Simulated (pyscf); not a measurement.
Single points on ωB97X-D3(BJ)/def2-SVP structures (PySCF, gas phase). Correlated levels are frozen-core, on RHF or UHF. ΔMP2 is the change of the MP2 total energy from the triple- to the quadruple-zeta basis.

Question: For the elementary gas-phase step H₂N–SiH₂–NH₂ → ammonia (NH₃) + H₂N–SiH: [singlet] (singlet surface; N–Si, H–Si broken, H–N formed), what barrier and reaction energy does CCSD(T)/def2-TZVPP + ΔMP2(QZVPP) give, measured from the reactant's lowest minimum found?

Answer: ΔE‡ = 76.0 kcal/mol, ΔE = +51.0 kcal/mol. Zero-point energy shifts the barrier by -1.9 kcal/mol. It is a 1,1-elimination, with an imaginary mode of 1608i cm⁻¹. On the product side the descent ends in an adduct with a N–Si contact, 15.0 kcal/mol under the separated species and 37.5 kcal/mol under the saddle at ωB97X-D3(BJ)/def2-TZVP. What is counted as broken (N–Si) persists as a longer contact in the product adduct; parting that adduct is a step of its own. The same reactants have a lower exit, to NH₃ + HN=SiH₂ (highest point, the separated products, at +68.3 kcal/mol at ωB97M-D3(BJ), against +75.0 kcal/mol here). One saddle was located; it need not be the lowest between these sides. The CCSD(T) − MP2 part came from Ansatz, without density fitting, on the same reference.
